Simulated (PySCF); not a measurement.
Isomers of C5H10O, one GFN2-xTB conformer each. Single-point energies are computed at PBE0/pcSseg-1 (PySCF, gas phase, no added dispersion term), electronic only.

Question: Rank them by PBE0/pcSseg-1 energy, lowest first (kJ/mol).
A. `[CH3:1][CH2:2][C:3](=[O:4])[CH2:5][CH3:6]` with C1–C2–C3–O4 12°, C2–C3–C5–C6 -167°
B. `[CH3:1][C:2](=[O:3])[CH:4]([CH3:5])[CH3:6]` with C1–C2–C4–C5 149° (methyl isopropyl ketone)
C. `[OH:1][CH:2]1[CH2:3][CH2:4][CH2:5][CH2:6]1` with H–O1–C2–C3 -61°, O1–C2–C3–C4 -96°, C2–C3–C4–C5 -39°, C3–C4–C5–C6 41°, C4–C5–C6–C2 -28°

Answer: A (0.0), B (3.7), C (20.0).

As drawn, the lowest has a C=O bond, which the highest lacks; the highest has an O–H bond, which the lowest lacks. Neighbours under 10 kJ/mol apart (CCC(=O)CC and CC(=O)C(C)C) can change places with a better method, another conformer or zero-point energy. GFN2-xTB itself gives, in the same order: 40.9, 35.3, 0.0. GFN2-xTB puts OC1CCCC1 lowest instead; measured from each level's own lowest isomer, the values differ by up to 40.9 kJ/mol (CCC(=O)CC: 40.9 against 0.0).

Which frontier levels, dipoles and rotational constants go with these structures?

```tsv
SMILES	HOMO (eV, PBE0/pcSseg-1)	LUMO (eV)	dipole (D)	A, B, C (MHz)
CCC(=O)CC	-7.19	-0.23	2.71	8813, 1989, 1698
CC(=O)C(C)C	-7.10	-0.26	2.83	4785, 2828, 2307
OC1CCCC1	-7.56	1.32	1.51	5783, 3307, 2545
```
